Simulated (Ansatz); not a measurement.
Process, species as SMILES: C=CCl + 3 [H][H] (H2) → 2 C (CH4) + Cl (HCl)
B3LYP-D3(BJ)/def2-TZVP geometries, fixed; electronic energies without zero-point terms.

Basis-set convergence of the energy of full hydrogenation at MP2 with Ansatz (an electronic-structure program). Cartesian d functions, on some or all atoms, in 6-31G*, 6-31G**, 6-31+G*; all else is spherical. Cores are frozen. No added dispersion term, no relativity. Functions are those of the species that has most. Reference: Hartree-Fock in aug-cc-pV(Q+d)Z plus the correlation part extrapolated as X^-3 from aug-cc-pV(T+d)Z and aug-cc-pV(Q+d)Z, -74.86 kcal/mol, itself unsure by roughly 0.26 kcal/mol (a third of the extrapolation step and of the last Hartree-Fock step). Deviations are taken from unrounded values.

```tsv
basis	functions	energy of full hydrogenation (kcal/mol)	minus reference (kcal/mol)
3-21G	37	-72.50	2.37
6-31G	37	-69.52	5.34
pcseg-0	37	-76.17	-1.30
6-31G*	55	-68.27	6.59
def2-SVP	61	-80.55	-5.69
6-31G**	64	-76.28	-1.42
cc-pV(D+d)Z	66	-77.43	-2.57
6-31+G*	67	-67.19	7.67
aug-pcseg-1	100	-79.16	-4.30
aug-cc-pV(D+d)Z	105	-78.49	-3.62
6-311++G(2d,2p)	119	-76.57	-1.70
def2-TZVPD	147	-72.39	2.48
def2-TZVPPD	176	-76.31	-1.44
aug-cc-pV(T+d)Z	216	-76.21	-1.35
cc-pV(Q+d)Z	264	-75.83	-0.97
def2-QZVPP	274	-75.73	-0.87
aug-cc-pV(Q+d)Z	387	-75.28	-0.41
aug-pcseg-3	406	-75.69	-0.83
```
